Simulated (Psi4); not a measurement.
# CH2N (SMILES [H]/[C]=N\[H]): UMP2/def2-TZVP (density fitting with cc-pvtz-jkfit, density fitting for correlation, sweep point 4)

What is the vertical doublet–quartet gap of CH2N at UMP2/def2-TZVP (density fitting with cc-pvtz-jkfit, density fitting for correlation, sweep point 4)? Input form: a Python script.

The calculation is run with Psi4 1.11.

2 further runs of the same task are left out: 2 set aside as unsound or not needed.

## 1. The system as given

CH2N: 4 atoms, total charge 0, spin state doublet. SMILES: `[H]/[C]=N\[H]`. The shape is that of a GFN2-xTB optimisation.

Bond lengths: C1–N2 1.210 Å, C1–H3 1.081 Å, N2–H4 1.023 Å. Angles: C1–N2–H4 130.6°, N2–C1–H3 137.7°.

## 2. The energy at UMP2/def2-TZVP (density fitting with cc-pvtz-jkfit, density fitting for correlation, sweep point 4)

Input file ch2n.py:

```python
import psi4

psi4.set_memory('1600 MB')
psi4.set_num_threads(1)
psi4.core.set_output_file('ch2n.out', False)

mol = psi4.geometry("""
0 2
C      0.72788471    -0.43902117     0.97419161
N      0.46723478     1.14744170    -0.65070829
H     -0.26722617    -2.09217248     1.64321135
H     -0.92787442     1.38375195    -1.96667577
units au
symmetry c1
""")

options = {'basis': 'def2-TZVP', 'reference': 'uhf', 'puream': True, 'scf_type': 'df', 'num_frozen_docc': 2, 'df_basis_scf': 'cc-pvtz-jkfit', 'maxiter': 150}
psi4.set_options(options)

e_tot = psi4.energy('mp2')
print(f'mp2 energy: {e_tot:.10f} Eh')
```

On the command line:

```console
$ python ch2n.py
```

ch2n.out:

```text
[...]
  Running in c1 symmetry.
[...]
  Nuclear repulsion =   28.430504411942703
[...]
  Multiplicity = 2
[...]
  Nalpha       = 8
  Nbeta        = 7
[...]
    Number of basis functions: 74
[...]
   @DF-UHF iter   1:   -93.37278368347107   -7.31025e-01   4.49477e-03 DIIS/ADIIS
[...]
   @DF-UHF iter  18:   -93.43093548664946   -1.27898e-12   4.65020e-09 DIIS
[...]
   @S^2 Observed:                8.073756502E-01
[...]
    Orbital Energies [Eh]
    ---------------------
    Alpha Occupied:
       1A    -15.570267     2A    -11.295857     3A     -1.230564
       4A     -0.848725     5A     -0.723492     6A     -0.558202
       7A     -0.474573     8A     -0.347009
    Alpha Virtual:
       9A      0.142422    10A      0.148396    11A      0.188760
      12A      0.247930    13A      0.312648    14A      0.346078
      15A      0.370449    16A      0.477517    17A      0.569455
      18A      0.585195    19A      0.628721    20A      0.669604
      21A      0.711322    22A      0.790953    23A      0.810527
      24A      0.846852    25A      0.994369    26A      1.220957
[...]
  @DF-UHF Final Energy:   -93.43093548664946
   => Energetics <=
    Nuclear Repulsion Energy =             28.4305044119427031
    One-Electron Energy =                -182.1752008016373452
    Two-Electron Energy =                  60.3137609030451785
    Total Energy =                        -93.4309354866494601
  UHF NO Occupations:
  HONO-2 :    6  A 1.9958235
  HONO-1 :    7  A 1.9766551
[...]
 Multipole Moments:
 ------------------------------------------------------------------------------------
     Multipole            Electronic (a.u.)      Nuclear  (a.u.)        Total (a.u.)
 ------------------------------------------------------------------------------------
 L = 1.  Multiply by 2.5417464519 to convert [e a0] to [Debye]
 Dipole X            :          0.3966183           -1.0911576           -0.6945393
 Dipole Y            :          0.2054211           -0.7097877           -0.5043666
 Dipole Z            :          0.1353316           -0.2391026           -0.1037709
 Magnitude           :                                                    0.8646034
[...]
```

Standard output:

```text
mp2 energy: -93.7600453770 Eh
```

Wall time 3.6 s (1 thread of Intel Xeon Platinum 8259CL at 2.50GHz (Skylake/Cascade Lake), shared host); peak memory 0.2 GiB.

## 3. The quartet

Input file ch2n.py:

```python
import psi4

psi4.set_memory(1600000000)
psi4.set_num_threads(1)
psi4.set_output_file('psi4.out', False)

m = psi4.geometry("""
0 4
C      0.72788471    -0.43902117     0.97419161
N      0.46723478     1.14744170    -0.65070829
H     -0.26722617    -2.09217248     1.64321135
H     -0.92787442     1.38375195    -1.96667577
units bohr
symmetry c1
""")

psi4.set_options({
    'reference': 'uhf',
    'puream': True,
    'scf_type': 'df',
    'num_frozen_docc': 2,
    'df_basis_scf': 'cc-pvtz-jkfit',
    'maxiter': 150,
})

e_tot = psi4.energy("mp2/def2-TZVP", molecule=m)
print('E =', round(e_tot, 9))
for k, v in sorted(psi4.core.scalar_variables().items()):
    print(f'{k:45s} {v:18.10f}')
```

On the command line:

```console
$ python ch2n.py
```

psi4.out:

```text
[...]
  Running in c1 symmetry.
[...]
  Nuclear repulsion =   28.430504411942703
[...]
  Multiplicity = 4
[...]
  Nalpha       = 9
  Nbeta        = 6
[...]
    Number of basis functions: 74
[...]
   @DF-UHF iter   1:   -93.19811737668293   -5.56359e-01   3.88936e-03 ADIIS/DIIS
[...]
   @DF-UHF iter  22:   -93.26967623186519   -1.90425e-12   4.00471e-09 DIIS
[...]
   @S^2 Observed:                3.767541130E+00
[...]
    Orbital Energies [Eh]
    ---------------------
    Alpha Occupied:
       1A    -15.622884     2A    -11.249800     3A     -1.311635
       4A     -0.896290     5A     -0.736943     6A     -0.649926
       7A     -0.611055     8A     -0.383152     9A     -0.260128
    Alpha Virtual:
      10A      0.135313    11A      0.201632    12A      0.244699
      13A      0.318875    14A      0.335215    15A      0.361297
      16A      0.444066    17A      0.518430    18A      0.558526
      19A      0.609398    20A      0.641796    21A      0.679388
      22A      0.783920    23A      0.803748    24A      0.836546
      25A      0.973218    26A      1.211817    27A      1.249195
[...]
  @DF-UHF Final Energy:   -93.26967623186519
   => Energetics <=
    Nuclear Repulsion Energy =             28.4305044119427031
    One-Electron Energy =                -181.8519638962208660
    Two-Electron Energy =                  60.1517832524129687
    Total Energy =                        -93.2696762318651906
  UHF NO Occupations:
  HONO-2 :    7  A 1.0000000
  HONO-1 :    8  A 1.0000000
[...]
 Multipole Moments:
 ------------------------------------------------------------------------------------
     Multipole            Electronic (a.u.)      Nuclear  (a.u.)        Total (a.u.)
 ------------------------------------------------------------------------------------
 L = 1.  Multiply by 2.5417464519 to convert [e a0] to [Debye]
 Dipole X            :          0.5834789           -1.0911576           -0.5076787
 Dipole Y            :          0.8210601           -0.7097877            0.1112724
 Dipole Z            :         -0.2852466           -0.2391026           -0.5243491
 Magnitude           :                                                    0.7382826
[...]
```

The script printed:

```text
E = -93.542107066
CURRENT CORRELATION ENERGY                         -0.2724308338
CURRENT ENERGY                                    -93.5421070657
CURRENT REFERENCE ENERGY                          -93.2696762319
CUSTOM SCS-MP2 CORRELATION ENERGY                  -0.2667162406
CUSTOM SCS-MP2 TOTAL ENERGY                       -93.5363924725
DD SOLVATION ENERGY                                 0.0000000000
HF KINETIC ENERGY                                  93.8000636654
HF POTENTIAL ENERGY                              -187.0697398973
HF TOTAL ENERGY                                   -93.2696762319
HF VIRIAL RATIO                                     1.9943455536
MP2 CORRELATION ENERGY                             -0.2724308338
MP2 DOUBLES ENERGY                                 -0.2724308338
MP2 OPPOSITE-SPIN CORRELATION ENERGY               -0.2029684185
MP2 SAME-SPIN CORRELATION ENERGY                   -0.0694624153
MP2 SINGLES ENERGY                                 -0.0000000000
MP2 TOTAL ENERGY                                  -93.5421070657
NUCLEAR REPULSION ENERGY                           28.4305044119
ONE-ELECTRON ENERGY                              -181.8519638962
PCM POLARIZATION ENERGY                             0.0000000000
PE ENERGY                                           0.0000000000
SCF ITERATION ENERGY                              -93.2696762319
SCF ITERATIONS                                     22.0000000000
SCF TOTAL ENERGY                                  -93.2696762319
SCS-MP2 CORRELATION ENERGY                         -0.2667162406
SCS-MP2 TOTAL ENERGY                              -93.5363924725
TWO-ELECTRON ENERGY                                60.1517832524
```

Run time: 3 s. Hardware: 1 thread of Intel Xeon Platinum 8259CL at 2.50GHz (Skylake/Cascade Lake), shared host; peak memory 0.2 GiB.

## 4. Results

Level: UMP2/def2-TZVP (density fitting with cc-pvtz-jkfit, density fitting for correlation, sweep point 4), 2 core orbitals frozen.

```
                                                           quantity         value
                                              doublet: total energy  -93.76005 Eh
doublet: HOMO energy (Hartree–Fock orbitals) (highest over α and β)      -9.44 eV
 doublet: LUMO energy (Hartree–Fock orbitals) (lowest over α and β)       2.98 eV
               doublet: correlation energy (2 core orbitals frozen)    -329.1 mEh
                         doublet: ⟨S²⟩ of the reference determinant         0.807
                                              quartet: total energy  -93.54211 Eh
quartet: HOMO energy (Hartree–Fock orbitals) (highest over α and β)      -7.08 eV
 quartet: LUMO energy (Hartree–Fock orbitals) (lowest over α and β)       0.20 eV
               quartet: correlation energy (2 core orbitals frozen)    -272.4 mEh
                         quartet: ⟨S²⟩ of the reference determinant         3.768
                   vertical energy of the quartet above the doublet      5.930 eV
```

What this shows: At this shape the quartet lies 5.93 eV (137 kcal/mol) above the doublet.
